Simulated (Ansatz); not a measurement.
Isomers of C₃H₅FO₂, relaxed with PBE0-D4/def2-TZVP in Ansatz; electronic energies, one conformer each and not always the lowest. Functionals use def2-TZVPP; CBS adds triple-zeta CCSD(T) − MP2 to the MP2 limit of def2-TZVPP and def2-QZVPP.

Q: Order them by energy at frozen-core CCSD(T)/CBS, lowest first. (Estimate.)
A. `OC1(F)COC1`
B. `CC1(F)OCO1`
C. `COC1(F)CO1`

A: B (0.0 kcal/mol), A (12.7 kcal/mol), C (17.9 kcal/mol).

Q: How do B3LYP-D4, ωB97M-V, r2SCAN-D4, PBE-D4 place them (kcal/mol, against `CC1(F)OCO1`)? (An estimate is asked.)

A: Ansatz gave: 
```json
{"isomer": "`OC1(F)COC1`", "B3LYP-D4": "12.8", "ωB97M-V": "13.4", "r2SCAN-D4": "14.3", "PBE-D4": "12.6"}
{"isomer": "`COC1(F)CO1`", "B3LYP-D4": "15.9", "ωB97M-V": "17.7", "r2SCAN-D4": "16.3", "PBE-D4": "15.5"}
```

B3LYP here is the variant with VWN-RPA as its local correlation; programs differ in this.
